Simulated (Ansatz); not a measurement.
**Si2H5F: taking an electron away**

How much energy removes an electron from Si2H5F at fixed geometry? The cation is run at each level and the neutral's energy taken from earlier runs.

Method: unrestricted cation, the program's frozen cores in correlated methods; program: Ansatz 0.2.0, Gaussian basis.

Levels to be run: UKS PBE-D4/def2-TZVPP; UKS r2SCAN-D4/def2-TZVPP; UKS PBE0-D4/def2-TZVPP; UKS B3LYP-D4/def2-TZVPP; UKS wB97X-V/def2-TZVPP; UKS wB97M-V/def2-TZVPP; UKS B2PLYP/def2-TZVPP; UHF-CCSD(T)/def2-TZVPP; UHF-MP2/def2-QZVPP; extrapolation to the limit; then −ε(HOMO) from the neutral's earlier runs with LDA (SPW92), PBE-D4, revPBE-D4, BLYP-D4, r2SCAN-D4, B97M-V, PBE0-D4, B3LYP-D4, r2SCANh-D4, r2SCAN0-D4, HSE06-D4, BHLYP-D4, CAM-B3LYP-D4, LC-ωPBE, ωB97X-V, ωB97M-V.

### Step 1. The geometry

The geometry comes from an earlier relaxation with PBE0-D4 in a triple-zeta def2 set; it is a stationary point, not always the lowest conformer.

8 atoms, charge 0, spin multiplicity 1.

Atoms are counted from 1 here; the program's logs count them from 0.

Bond lengths: F1–Si2 1.607 Å, Si2–Si3 2.343 Å, Si2–H4 1.486 Å, Si2–H5 1.486 Å, Si3–H6 1.487 Å, Si3–H7 1.489 Å, Si3–H8 1.487 Å. Angles: F1–Si2–Si3 109.8°, F1–Si2–H4 107.7°, F1–Si2–H5 107.7°, Si3–Si2–H4 111.3°, Si3–Si2–H5 111.3°, H4–Si2–H5 108.9°, Si2–Si3–H6 110.7°, Si2–Si3–H7 108.2°, Si2–Si3–H8 110.7°, H6–Si3–H7 109.0°, H6–Si3–H8 109.2°, H7–Si3–H8 109.0°.

### Step 2. Cation, UKS PBE-D4/def2-TZVPP

in.yaml

```yaml
crystal:
  periodic: [false, false, false]
  atoms:
    - {symbol: F, position_ang: [-2.015237, 0.986107, -0.226792]}
    - {symbol: Si, position_ang: [-0.575369, 0.581086, -0.813616]}
    - {symbol: Si, position_ang: [0.633501, -0.611215, 0.800387]}
    - {symbol: H, position_ang: [-0.798703, -0.237500, -2.033879]}
    - {symbol: H, position_ang: [0.125732, 1.834679, -1.195665]}
    - {symbol: H, position_ang: [0.849454, 0.218230, 2.015105]}
    - {symbol: H, position_ang: [1.955689, -0.971083, 0.218920]}
    - {symbol: H, position_ang: [-0.082866, -1.857404, 1.179841]}
basis:
  gaussian: {orbitals: def2-TZVPP}
total_charge: 1
magnetization: {spin_polarized: true, initial_magnetization: 1}
hamiltonian: {xc: pbe, dispersion: d4}
```

Further steps of the session: Cation, UKS r2SCAN-D4/def2-TZVPP; Cation, UKS PBE0-D4/def2-TZVPP; Cation, UKS B3LYP-D4/def2-TZVPP; Cation, UKS wB97X-V/def2-TZVPP; Cation, UKS wB97M-V/def2-TZVPP; Cation, UKS B2PLYP (frozen core)/def2-TZVPP; Cation, UHF-CCSD(T)/def2-TZVPP; Cation, UHF-MP2/def2-QZVPP.

Q: Predict the results of all the runs planned. Wanted: ionisation energy, CCSD(T)/CBS; nearest functional by difference; nearest −ε(HOMO); −ε(HOMO) of PBE; T1 of the cation.

**Answer**, as computed:

| quantity | value |
| --- | --- |
| ionisation energy, CCSD(T)/CBS | 10.85 eV |
| nearest functional by difference | ωB97X-V (-0.17 eV) |
| nearest −ε(HOMO) | ωB97X-V (-0.15 eV) |
| −ε(HOMO) of PBE | 7.21 eV |
| T1 of the cation | 0.019 |

By cation minus neutral, the functionals miss by 0.53 eV at most. −ε(HOMO) of PBE misses by 3.6 eV, since self-interaction lifts the level. Among orbital estimates ωB97X-V comes nearest. Hartree-Fock falls 0.80 eV short, as the neutral has more correlation energy than the cation.
